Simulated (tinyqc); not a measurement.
Pariser-Parr-Pople SCF with singles CI, for the molecule C=C1C=C1 (SMILES; centres numbered as the heavy atoms are written), step by step. One step of it, computed by the program tinyqc.

Problem. Singles CI, singlets. Over the 4 single excitations with the smallest orbital gaps: A = (e_a - e_i) delta + 2 (ia|jb) - (ij|ab), with (pq|rs) = sum c_mp c_mq gamma_mn c_nr c_ns. f = 2/3 w |mu|^2 in atomic units, mu = sqrt2 sum c_ia sum_m c_mi c_ma R_m.

orbital energies (eV): [-12.664900, -6.970457, 0.131332, 2.061131]

coefficients, order 1C, 2C, 3C, 4C:
$$\begin{pmatrix}
0.244492 & 0.742877 & 0.000000 & -0.623183 \\
0.571615 & 0.408718 & 0.000000 & 0.711481 \\
0.553841 & -0.374888 & 0.707107 & -0.229606 \\
0.553841 & -0.374888 & -0.707107 & -0.229606
\end{pmatrix}$$

repulsion gamma_rs (eV), order 1C, 2C, 3C, 4C:
$$\begin{pmatrix}
11.530000 & 5.436115 & 3.642661 & 3.642661 \\
5.436115 & 11.530000 & 5.436890 & 5.436890 \\
3.642661 & 5.436890 & 11.530000 & 5.436115 \\
3.642661 & 5.436890 & 5.436115 & 11.530000
\end{pmatrix}$$

Centres (angstrom, eV; a flat drawing with bonds scaled to 1.40 angstrom):
```
centre          x          y  core charge z          W   gamma_rr
1C       1.656000   0.000000              1  10.020000  11.530000
2C       0.256000   0.000000              1  10.020000  11.530000
3C      -0.956000   0.700000              1  10.020000  11.530000
4C      -0.956000  -0.700000              1  10.020000  11.530000
```

Give: singlet CI matrix; singlet excitation energies; oscillator strengths.

Solution.

singlet CI matrix (eV), order 2>3, 2>4, 1>3, 1>4:
$$\begin{pmatrix}
3.5117 & 0.0000 & -0.9397 & 0.0000 \\
0.0000 & 6.3790 & 0.0000 & 0.4341 \\
-0.9397 & 0.0000 & 9.3363 & 0.0000 \\
0.0000 & 0.4341 & 0.0000 & 10.7964
\end{pmatrix}$$

singlet excitation energies (eV): [3.3639, 6.3368, 9.4842, 10.8387]

oscillator strengths: [0.0466, 0.8238, 0.5960, 0.0002]
